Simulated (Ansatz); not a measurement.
**H8Si3: levels of theory**

Aim: for H8Si3, compare levels of theory; the runs are relaxing the atoms and phonons.

Program: Ansatz 0.2.0. Level of theory: DFT PBE, Gaussian basis def2-SVP, and further levels as typed in the inputs. These are calculated values, not measurements.

### Step 1. The starting structure

Bond lengths: Si1–Si2 2.232 Å, Si1–Si3 2.232 Å, Si1–H4 1.470 Å, Si1–H5 1.470 Å, Si2–H6 1.470 Å, Si2–H7 1.470 Å, Si2–H8 1.470 Å, Si3–H9 1.470 Å, Si3–H10 1.470 Å, Si3–H11 1.470 Å. Angles (14 of 18 angles, heavy atoms first): Si2–Si1–Si3 109.0°, Si1–Si2–H6 109.5°, Si1–Si2–H7 109.3°, Si1–Si2–H8 109.3°, Si2–Si1–H4 109.5°, Si2–Si1–H5 109.5°, Si3–Si1–H4 109.5°, Si3–Si1–H5 109.5°, Si1–Si3–H9 109.5°, Si1–Si3–H10 109.3°, Si1–Si3–H11 109.3°, H6–Si2–H7 109.7°, H6–Si2–H8 109.7°, H7–Si2–H8 109.5°.

As a file:

```xyz
11

Si   -0.0913   -0.4696   -0.8133
Si    1.5889    0.9044   -0.2920
Si   -1.5208   -0.5539    0.8991
H     0.4384   -1.8153   -1.0779
H    -0.7849    0.0336   -2.0081
H     2.5369    0.9671   -1.4141
H     1.0527    2.2466   -0.0221
H     2.2746    0.4000    0.9069
H    -2.6321   -1.4569    0.5657
H    -2.0421    0.7953    1.1633
H    -0.8203   -1.0513    2.0923
```

### Step 2. Relaxing the atoms: H8Si3

input.yaml reads:

```yaml
crystal:
  periodic: [false, false, false]
  atoms:
    - { symbol: Si, position_ang: [-0.091312, -0.469567, -0.813297] }
    - { symbol: Si, position_ang: [1.588923, 0.904419, -0.291959] }
    - { symbol: Si, position_ang: [-1.520755, -0.55386, 0.899129] }
    - { symbol: H, position_ang: [0.438419, -1.815336, -1.077938] }
    - { symbol: H, position_ang: [-0.784896, 0.033573, -2.008092] }
    - { symbol: H, position_ang: [2.536893, 0.967088, -1.414128] }
    - { symbol: H, position_ang: [1.05274, 2.246635, -0.022081] }
    - { symbol: H, position_ang: [2.274551, 0.399995, 0.906933] }
    - { symbol: H, position_ang: [-2.63214, -1.456921, 0.565749] }
    - { symbol: H, position_ang: [-2.042121, 0.795304, 1.163337] }
    - { symbol: H, position_ang: [-0.820302, -1.051329, 2.092345] }
basis:
  gaussian: { orbitals: def2-SVP }
hamiltonian:
  xc: pbe
relax:
  f_tol: 0.003
  max_steps: 150
output:
  orbitals: {}
```

The run is started by

```sh
> ansatz run input.yaml --threads 4 --pin off --max-ram 10240MiB --backend cpu --events-out ev --progress --plain --runs-dir out
```

The log of the run (excerpt; [...] marks lines left out):

```text
Warning: RAYON_NUM_THREADS=4 ignored (pool sized by the plan → 4); use --threads N
[...]
Functional definition: PBE
[...]
1052 factors; their error is unknown
[...]
mean field -23742.15108974 eV, -872.5079595399 hartree, gradient 1.8e-5 eV, S^2 0.000000; 0 other end points of the search recorded, 0 dependent functions left out
[...]
reference -23742.15112975 eV, -872.5079610103 hartree; 25, 25 occupied and 69, 69 virtual orbitals, 1052 factors
relax step   1: F+E_penalty+E_count = -23742.15108974 eV  Δ(F+E_penalty+E_count) = +0.000e0 eV  max|allowed force component| = 6.873e-1 eV/Å  Δτ_max = 0.0000 Å  (23 SCF iters, accepted)
[...]
relax step   7: F+E_penalty+E_count = -23742.44600768 eV  Δ(F+E_penalty+E_count) = -4.493e-5 eV  max|allowed force component| = 5.785e-4 eV/Å  Δτ_max = 0.0059 Å  (20 SCF iters, accepted)
[...]
relax step   8: F+E_penalty+E_count = -23742.44601777 eV  Δ(F+E_penalty+E_count) = -1.010e-5 eV  max|allowed force component| = 4.571e-4 eV/Å  Δτ_max = 0.0049 Å  (19 SCF iters, accepted)
1052 factors; their error is unknown
mean field -23742.44601777 eV, -872.5187979453 hartree, gradient 2.4e-5 eV, S^2 0.000000; 1 other end points of the search recorded, 0 dependent functions left out
[...]
reference -23742.44605848 eV, -872.5187994411 hartree; 25, 25 occupied and 69, 69 virtual orbitals, 1052 factors
Total energy: -23742.44605848 eV, -872.5187994411 hartree
Atom 0 at    -0.094450    -0.485712    -0.841256 Å, force    -0.000043    -0.000223    -0.000386 eV/Å
Atom 1 at     1.695033     0.957937    -0.325132 Å, force     0.000415     0.000358     0.000166 eV/Å
Atom 2 at    -1.625257    -0.599108     0.946626 Å, force    -0.000345     0.000002     0.000457 eV/Å
Atom 3 at     0.440437    -1.865427    -1.133996 Å, force    -0.000001     0.000104     0.000125 eV/Å
Atom 4 at    -0.801053     0.010952    -2.077967 Å, force     0.000032     0.000054     0.000150 eV/Å
Atom 5 at     2.675987     1.033465    -1.465128 Å, force    -0.000261    -0.000153     0.000039 eV/Å
Atom 6 at     1.172768     2.342417    -0.045364 Å, force    -0.000043    -0.000201    -0.000012 eV/Å
Atom 7 at     2.416557     0.462564     0.900357 Å, force    -0.000174    -0.000004    -0.000111 eV/Å
Atom 8 at    -2.770746    -1.520771     0.621116 Å, force     0.000248     0.000086    -0.000156 eV/Å
Atom 9 at    -2.176535     0.771767     1.237511 Å, force     0.000151    -0.000110    -0.000086 eV/Å
Atom 10 at    -0.932744    -1.108083     2.183230 Å, force     0.000021     0.000087    -0.000186 eV/Å
Dipole moment:    -0.000975    -0.005015    -0.008686 e Å
```

It took 6.7 s on 4 threads of Arm Neoverse V2, shared host; peak memory 0.13 GiB.

Relaxation path:

| step | energy from step 1 (eV) | largest force component (eV/Å) |
| --- | --- | --- |
| 1 | 0.0000 | 0.6873 |
| 2 | -0.2761 | 0.1766 |
| 3 | -0.2925 | 0.0653 |
| 4 | -0.2947 | 0.0105 |
| 5 | -0.2948 | 0.0025 |
| 6 | -0.2949 | 0.0036 |
| 7 | -0.2949 | 0.0006 |
| 8 | -0.2949 | 0.0005 |

Step 1 is the start.

Before: Bond lengths: Si1–Si2 2.232 Å, Si1–Si3 2.232 Å, Si1–H4 1.470 Å, Si1–H5 1.470 Å, Si2–H6 1.470 Å, Si2–H7 1.470 Å, Si2–H8 1.470 Å, Si3–H9 1.470 Å, Si3–H10 1.470 Å, Si3–H11 1.470 Å. Angles (14 of 18 angles, heavy atoms first): Si2–Si1–Si3 109.0°, Si1–Si2–H6 109.5°, Si1–Si2–H7 109.3°, Si1–Si2–H8 109.3°, Si2–Si1–H4 109.5°, Si2–Si1–H5 109.5°, Si3–Si1–H4 109.5°, Si3–Si1–H5 109.5°, Si1–Si3–H9 109.5°, Si1–Si3–H10 109.3°, Si1–Si3–H11 109.3°, H6–Si2–H7 109.7°, H6–Si2–H8 109.7°, H7–Si2–H8 109.5°.

After: Bond lengths: Si1–Si2 2.356 Å, Si1–Si3 2.356 Å, Si1–H4 1.508 Å, Si1–H5 1.508 Å, Si2–H6 1.506 Å, Si2–H7 1.506 Å, Si2–H8 1.506 Å, Si3–H9 1.506 Å, Si3–H10 1.506 Å, Si3–H11 1.506 Å. Angles (14 of 18 angles, heavy atoms first): Si2–Si1–Si3 110.9°, Si1–Si2–H6 111.1°, Si1–Si2–H7 109.9°, Si1–Si2–H8 109.9°, Si2–Si1–H4 109.5°, Si2–Si1–H5 109.5°, Si3–Si1–H4 109.5°, Si3–Si1–H5 109.5°, Si1–Si3–H9 111.1°, Si1–Si3–H10 109.9°, Si1–Si3–H11 109.9°, H6–Si2–H7 108.7°, H6–Si2–H8 108.7°, H7–Si2–H8 108.5°.

### Step 3. Phonons

It takes the final geometry of step 2.

input.yaml reads:

```yaml
crystal:
  periodic: [false, false, false]
  atoms:
    - { symbol: Si, position_ang: [-0.09445019, -0.4857116, -0.84125554] }
    - { symbol: Si, position_ang: [1.69503313, 0.95793695, -0.32513248] }
    - { symbol: Si, position_ang: [-1.62525669, -0.59910803, 0.94662592] }
    - { symbol: H, position_ang: [0.44043728, -1.86542698, -1.13399598] }
    - { symbol: H, position_ang: [-0.80105253, 0.01095186, -2.07796675] }
    - { symbol: H, position_ang: [2.67598744, 1.03346488, -1.46512757] }
    - { symbol: H, position_ang: [1.17276798, 2.34241719, -0.04536389] }
    - { symbol: H, position_ang: [2.41655744, 0.46256448, 0.90035722] }
    - { symbol: H, position_ang: [-2.77074554, -1.5207713, 0.62111578] }
    - { symbol: H, position_ang: [-2.17653477, 0.77176653, 1.23751129] }
    - { symbol: H, position_ang: [-0.93274355, -1.10808298, 2.18323] }
basis:
  gaussian: { orbitals: def2-SVP }
hamiltonian:
  xc: pbe
phonons: {}
```

The run is started by

```sh
> ansatz run input.yaml --threads 4 --pin off --max-ram 10240MiB --backend cpu --events-out ev --progress --plain --runs-dir out
```

The log of the run (excerpt; [...] marks lines left out):

```text
Warning: RAYON_NUM_THREADS=4 ignored (pool sized by the plan → 4); use --threads N
[...]
[... 1 set-up line as earlier in the session ...]
[...]
1052 factors; their error is unknown
[...]
mean field -23742.44601777 eV, -872.5187979453 hartree, gradient 1.5e-5 eV, S^2 0.000000; 0 other end points of the search recorded, 0 dependent functions left out
[...]
reference -23742.44605848 eV, -872.5187994411 hartree; 25, 25 occupied and 69, 69 virtual orbitals, 1052 factors
[...]
1052 factors; their error is unknown
[...]
mean field -23742.44595157 eV, -872.5187955121 hartree, gradient 7.6e-7 eV, S^2 0.000000; 0 other end points of the search recorded, 0 dependent functions left out
[...]
reference -23742.44599227 eV, -872.5187970079 hartree; 25, 25 occupied and 69, 69 virtual orbitals, 1052 factors
[...]
1052 factors; their error is unknown
[...]
Atom 3 at     0.440437    -1.865427    -1.133996 Å, force    -0.000001     0.000103     0.000125 eV/Å
Atom 4 at    -0.801053     0.010952    -2.077967 Å, force     0.000031     0.000055     0.000149 eV/Å
Atom 5 at     2.675987     1.033465    -1.465128 Å, force    -0.000261    -0.000153     0.000039 eV/Å
Atom 6 at     1.172768     2.342417    -0.045364 Å, force    -0.000043    -0.000202    -0.000012 eV/Å
Atom 7 at     2.416557     0.462564     0.900357 Å, force    -0.000174    -0.000004    -0.000112 eV/Å
Atom 8 at    -2.770746    -1.520771     0.621116 Å, force     0.000248     0.000085    -0.000156 eV/Å
Atom 9 at    -2.176535     0.771767     1.237511 Å, force     0.000151    -0.000111    -0.000086 eV/Å
Atom 10 at    -0.932744    -1.108083     2.183230 Å, force     0.000021     0.000087    -0.000186 eV/Å
Dipole moment:    -0.000975    -0.005015    -0.008687 e Å
Vibrations: 86.07 93.85 98.28 299.53 375.64 403.09 415.56 449.77 542.00 567.19 679.05 681.33 826.08 840.50 877.80 901.20 902.85 905.64 908.59 2139.68 2149.38 2151.34 2154.93 2166.42 2167.25 2168.45 2171.51 cm⁻¹, zero-point energy 1.743402 eV
```

Run time: 10 s. Hardware: 4 threads of Arm Neoverse V2, shared host; peak memory 0.13 GiB.

### Step 4. Relaxing the atoms: PBE, Gaussian basis def2-TZVP

It takes the final geometry of step 2.

input.yaml: that of step 3 with these lines changed.

```diff
@@ -15,5 +15,7 @@
 basis:
-  gaussian: { orbitals: def2-SVP }
+  gaussian: { orbitals: def2-TZVP }
 hamiltonian:
   xc: pbe
-phonons: {}
+relax:
+  f_tol: 0.003
+  max_steps: 100
```

The run is started by

```sh
> ansatz run input.yaml --threads 4 --pin off --max-ram 10240MiB --backend cpu --events-out ev --progress --plain --runs-dir out
```

The log of the run (excerpt; [...] marks lines left out):

```text
Warning: RAYON_NUM_THREADS=4 ignored (pool sized by the plan → 4); use --threads N
[...]
[... 1 set-up line as earlier in the session ...]
[...]
1108 factors; their error is unknown
[...]
mean field -23750.80170644 eV, -872.8258638399 hartree, gradient 1.0e-5 eV, S^2 0.000000; 0 other end points of the search recorded, 0 dependent functions left out
[...]
reference -23750.80175817 eV, -872.8258657410 hartree; 25, 25 occupied and 134, 134 virtual orbitals, 1108 factors
relax step   1: F+E_penalty+E_count = -23750.80170644 eV  Δ(F+E_penalty+E_count) = +0.000e0 eV  max|allowed force component| = 1.421e-1 eV/Å  Δτ_max = 0.0000 Å  (26 SCF iters, accepted)
[...]
relax step   3: F+E_penalty+E_count = -23750.80768233 eV  Δ(F+E_penalty+E_count) = -3.682e-4 eV  max|allowed force component| = 9.297e-3 eV/Å  Δτ_max = 0.0109 Å  (23 SCF iters, accepted)
[...]
Atom 1 at     1.693299     0.956068    -0.326567 Å, force    -0.001445    -0.000241     0.001422 eV/Å
Atom 2 at    -1.623975    -0.599563     0.944036 Å, force     0.001632     0.001202     0.000243 eV/Å
Atom 3 at     0.437367    -1.853486    -1.127392 Å, force     0.000038    -0.000320    -0.000293 eV/Å
Atom 4 at    -0.795788     0.010296    -2.065026 Å, force    -0.000117    -0.000086    -0.000411 eV/Å
Atom 5 at     2.667246     1.029806    -1.460903 Å, force     0.000338    -0.000100    -0.000644 eV/Å
Atom 6 at     1.178447     2.333933    -0.049178 Å, force     0.001479     0.000700    -0.000827 eV/Å
Atom 7 at     2.414158     0.466290     0.890400 Å, force     0.001586     0.000537    -0.000746 eV/Å
Atom 8 at    -2.761815    -1.516143     0.618571 Å, force    -0.000449    -0.000470    -0.000343 eV/Å
Atom 9 at    -2.175483     0.761113     1.235469 Å, force    -0.001629    -0.000758     0.000363 eV/Å
Atom 10 at    -0.939770    -1.106527     2.175045 Å, force    -0.001522    -0.000920     0.000445 eV/Å
Dipole moment:    -0.001525    -0.007843    -0.013583 e Å
```

Wall time 6.8 s (4 threads of Arm Neoverse V2, shared host); peak memory 0.19 GiB.

Relaxation path:

| step | E - E(step 1) (eV) | largest force component (eV/Å) |
| --- | --- | --- |
| 1 | 0.0000 | 0.1421 |
| 2 | -0.0056 | 0.0403 |
| 3 | -0.0060 | 0.0093 |
| 4 | -0.0060 | 0.0016 |

Step 1 is the start.

Before: Bond lengths: Si1–Si2 2.356 Å, Si1–Si3 2.356 Å, Si1–H4 1.508 Å, Si1–H5 1.508 Å, Si2–H6 1.506 Å, Si2–H7 1.506 Å, Si2–H8 1.506 Å, Si3–H9 1.506 Å, Si3–H10 1.506 Å, Si3–H11 1.506 Å. Angles (14 of 18 angles, heavy atoms first): Si2–Si1–Si3 110.9°, Si1–Si2–H6 111.1°, Si1–Si2–H7 109.9°, Si1–Si2–H8 109.9°, Si2–Si1–H4 109.5°, Si2–Si1–H5 109.5°, Si3–Si1–H4 109.5°, Si3–Si1–H5 109.5°, Si1–Si3–H9 111.1°, Si1–Si3–H10 109.9°, Si1–Si3–H11 109.9°, H6–Si2–H7 108.7°, H6–Si2–H8 108.7°, H7–Si2–H8 108.5°.

After: Bond lengths: Si1–Si2 2.349 Å, Si1–Si3 2.349 Å, Si1–H4 1.500 Å, Si1–H5 1.500 Å, Si2–H6 1.497 Å, Si2–H7 1.497 Å, Si2–H8 1.497 Å, Si3–H9 1.497 Å, Si3–H10 1.497 Å, Si3–H11 1.497 Å. Angles (14 of 18 angles, heavy atoms first): Si2–Si1–Si3 111.3°, Si1–Si2–H6 111.2°, Si1–Si2–H7 110.0°, Si1–Si2–H8 110.0°, Si2–Si1–H4 109.4°, Si2–Si1–H5 109.4°, Si3–Si1–H4 109.4°, Si3–Si1–H5 109.4°, Si1–Si3–H9 111.2°, Si1–Si3–H10 110.0°, Si1–Si3–H11 110.0°, H6–Si2–H7 108.6°, H6–Si2–H8 108.6°, H7–Si2–H8 108.4°.

### Step 5. Phonons

It takes the final geometry of step 4.

input.yaml reads:

```yaml
crystal:
  periodic: [false, false, false]
  atoms:
    - { symbol: Si, position_ang: [-0.09368694, -0.48178652, -0.83445737] }
    - { symbol: Si, position_ang: [1.69329947, 0.95606824, -0.32656688] }
    - { symbol: Si, position_ang: [-1.62397483, -0.59956263, 0.94403643] }
    - { symbol: H, position_ang: [0.43736704, -1.85348621, -1.12739237] }
    - { symbol: H, position_ang: [-0.79578797, 0.01029571, -2.06502573] }
    - { symbol: H, position_ang: [2.66724572, 1.02980597, -1.46090325] }
    - { symbol: H, position_ang: [1.17844713, 2.33393312, -0.04917848] }
    - { symbol: H, position_ang: [2.41415793, 0.46629033, 0.89040022] }
    - { symbol: H, position_ang: [-2.76181518, -1.51614289, 0.61857121] }
    - { symbol: H, position_ang: [-2.17548255, 0.76111258, 1.23546911] }
    - { symbol: H, position_ang: [-0.93976981, -1.1065267, 2.17504512] }
basis:
  gaussian: { orbitals: def2-TZVP }
hamiltonian:
  xc: pbe
phonons: {}
```

The run is started by

```sh
> ansatz run input.yaml --threads 4 --pin off --max-ram 10240MiB --backend cpu --events-out ev --progress --plain --runs-dir out
```

The log of the run (excerpt; [...] marks lines left out):

```text
Warning: RAYON_NUM_THREADS=4 ignored (pool sized by the plan → 4); use --threads N
[...]
[... 1 set-up line as earlier in the session ...]
[...]
1108 factors; their error is unknown
[...]
mean field -23750.80775429 eV, -872.8260860943 hartree, gradient 1.0e-5 eV, S^2 0.000000; 0 other end points of the search recorded, 0 dependent functions left out
[...]
reference -23750.80780591 eV, -872.8260879914 hartree; 25, 25 occupied and 134, 134 virtual orbitals, 1108 factors
[...]
1108 factors; their error is unknown
mean field -23750.80769000 eV, -872.8260837318 hartree, gradient 1.1e-6 eV, S^2 0.000000; 0 other end points of the search recorded, 0 dependent functions left out
[...]
reference -23750.80774162 eV, -872.8260856288 hartree; 25, 25 occupied and 134, 134 virtual orbitals, 1108 factors
[...]
1108 factors; their error is unknown
[...]
Atom 3 at     0.437367    -1.853486    -1.127392 Å, force     0.000038    -0.000320    -0.000293 eV/Å
Atom 4 at    -0.795788     0.010296    -2.065026 Å, force    -0.000117    -0.000086    -0.000411 eV/Å
Atom 5 at     2.667246     1.029806    -1.460903 Å, force     0.000337    -0.000101    -0.000645 eV/Å
Atom 6 at     1.178447     2.333933    -0.049178 Å, force     0.001479     0.000700    -0.000827 eV/Å
Atom 7 at     2.414158     0.466290     0.890400 Å, force     0.001587     0.000537    -0.000746 eV/Å
Atom 8 at    -2.761815    -1.516143     0.618571 Å, force    -0.000448    -0.000470    -0.000344 eV/Å
Atom 9 at    -2.175483     0.761113     1.235469 Å, force    -0.001629    -0.000758     0.000363 eV/Å
Atom 10 at    -0.939770    -1.106527     2.175045 Å, force    -0.001522    -0.000920     0.000445 eV/Å
Dipole moment:    -0.001525    -0.007842    -0.013583 e Å
Vibrations: 83.80 90.97 98.28 298.17 373.46 397.31 411.36 446.89 540.20 566.61 679.32 679.34 831.98 845.90 884.64 904.48 905.58 909.33 912.24 2135.50 2145.98 2149.67 2153.22 2164.81 2165.02 2166.26 2169.74 cm⁻¹, zero-point energy 1.742603 eV
```

It took 18 s on 4 threads of Arm Neoverse V2, shared host; peak memory 0.19 GiB.

### Step 6. Relaxing the atoms: B3LYP, Gaussian basis def2-TZVP

It takes the final geometry of step 2.

input.yaml reads:

```yaml
crystal:
  periodic: [false, false, false]
  atoms:
    - { symbol: Si, position_ang: [-0.09445019, -0.4857116, -0.84125554] }
    - { symbol: Si, position_ang: [1.69503313, 0.95793695, -0.32513248] }
    - { symbol: Si, position_ang: [-1.62525669, -0.59910803, 0.94662592] }
    - { symbol: H, position_ang: [0.44043728, -1.86542698, -1.13399598] }
    - { symbol: H, position_ang: [-0.80105253, 0.01095186, -2.07796675] }
    - { symbol: H, position_ang: [2.67598744, 1.03346488, -1.46512757] }
    - { symbol: H, position_ang: [1.17276798, 2.34241719, -0.04536389] }
    - { symbol: H, position_ang: [2.41655744, 0.46256448, 0.90035722] }
    - { symbol: H, position_ang: [-2.77074554, -1.5207713, 0.62111578] }
    - { symbol: H, position_ang: [-2.17653477, 0.77176653, 1.23751129] }
    - { symbol: H, position_ang: [-0.93274355, -1.10808298, 2.18323] }
basis:
  gaussian: { orbitals: def2-TZVP }
hamiltonian:
  xc: b3lyp
relax:
  f_tol: 0.003
  max_steps: 100
```

The run is started by

```sh
> ansatz run input.yaml --threads 4 --pin off --max-ram 10240MiB --backend cpu --events-out ev --progress --plain --runs-dir out
```

The log of the run (excerpt; [...] marks lines left out):

```text
Warning: RAYON_NUM_THREADS=4 ignored (pool sized by the plan → 4); use --threads N
[...]
Functional definition: B3LYP
[...]
1135 factors; their error is unknown
[...]
mean field -23765.57422171 eV, -873.3687437632 hartree, gradient 3.5e-6 eV, S^2 0.000000; 0 other end points of the search recorded, 0 dependent functions left out
[...]
reference -23765.57453881 eV, -873.3687554162 hartree; 25, 25 occupied and 134, 134 virtual orbitals, 1135 factors
relax step   1: F+E_penalty+E_count = -23765.57422171 eV  Δ(F+E_penalty+E_count) = +0.000e0 eV  max|allowed force component| = 3.528e-1 eV/Å  Δτ_max = 0.0000 Å  (26 SCF iters, accepted)
[...]
relax step   3: F+E_penalty+E_count = -23765.60864605 eV  Δ(F+E_penalty+E_count) = -1.998e-3 eV  max|allowed force component| = 4.137e-2 eV/Å  Δτ_max = 0.0278 Å  (25 SCF iters, accepted)
[...]
Atom 1 at     1.706447     0.961863    -0.332341 Å, force     0.000099     0.000044    -0.000043 eV/Å
Atom 2 at    -1.637281    -0.606174     0.948395 Å, force    -0.000100    -0.000049     0.000033 eV/Å
Atom 3 at     0.433959    -1.832542    -1.110649 Å, force    -0.000024     0.000056     0.000006 eV/Å
Atom 4 at    -0.787633     0.013763    -2.039490 Å, force     0.000030    -0.000025     0.000047 eV/Å
Atom 5 at     2.657268     1.018684    -1.469888 Å, force    -0.000058    -0.000004     0.000069 eV/Å
Atom 6 at     1.209299     2.333613    -0.063183 Å, force     0.000077    -0.000096     0.000046 eV/Å
Atom 7 at     2.434297     0.482160     0.868251 Å, force    -0.000056     0.000105    -0.000056 eV/Å
Atom 8 at    -2.754594    -1.519200     0.602999 Å, force     0.000069     0.000056     0.000021 eV/Å
Atom 9 at    -2.197412     0.736041     1.241681 Å, force     0.000056    -0.000107     0.000054 eV/Å
Atom 10 at    -0.972410    -1.115408     2.173112 Å, force    -0.000078     0.000095    -0.000048 eV/Å
Dipole moment:    -0.001317    -0.006773    -0.011731 e Å
```

It took 20 s on 4 threads of Arm Neoverse V2, shared host; peak memory 0.36 GiB.

Step by step:

```csv
step,E - E(step 1) (eV),largest force component (eV/Å)
1,0.0000,0.3528
2,-0.0324,0.1220
3,-0.0344,0.0414
4,-0.0351,0.0052
5,-0.0351,0.0025
6,-0.0352,0.0054
7,-0.0352,0.0146
8,-0.0352,0.0017
9,-0.0352,0.0001
```

Step 1 is the start. Step 7 was tried and not accepted.

Before: Bond lengths: Si1–Si2 2.356 Å, Si1–Si3 2.356 Å, Si1–H4 1.508 Å, Si1–H5 1.508 Å, Si2–H6 1.506 Å, Si2–H7 1.506 Å, Si2–H8 1.506 Å, Si3–H9 1.506 Å, Si3–H10 1.506 Å, Si3–H11 1.506 Å. Angles (14 of 18 angles, heavy atoms first): Si2–Si1–Si3 110.9°, Si1–Si2–H6 111.1°, Si1–Si2–H7 109.9°, Si1–Si2–H8 109.9°, Si2–Si1–H4 109.5°, Si2–Si1–H5 109.5°, Si3–Si1–H4 109.5°, Si3–Si1–H5 109.5°, Si1–Si3–H9 111.1°, Si1–Si3–H10 109.9°, Si1–Si3–H11 109.9°, H6–Si2–H7 108.7°, H6–Si2–H8 108.7°, H7–Si2–H8 108.5°.

After: Bond lengths: Si1–Si2 2.351 Å, Si1–Si3 2.351 Å, Si1–H4 1.487 Å, Si1–H5 1.487 Å, Si2–H6 1.484 Å, Si2–H7 1.484 Å, Si2–H8 1.484 Å, Si3–H9 1.484 Å, Si3–H10 1.484 Å, Si3–H11 1.484 Å. Angles (14 of 18 angles, heavy atoms first): Si2–Si1–Si3 112.4°, Si1–Si2–H6 110.8°, Si1–Si2–H7 110.2°, Si1–Si2–H8 110.2°, Si2–Si1–H4 109.2°, Si2–Si1–H5 109.2°, Si3–Si1–H4 109.2°, Si3–Si1–H5 109.2°, Si1–Si3–H9 110.8°, Si1–Si3–H10 110.2°, Si1–Si3–H11 110.2°, H6–Si2–H7 108.6°, H6–Si2–H8 108.6°, H7–Si2–H8 108.5°.

(Part 1 of 2 ends here.)
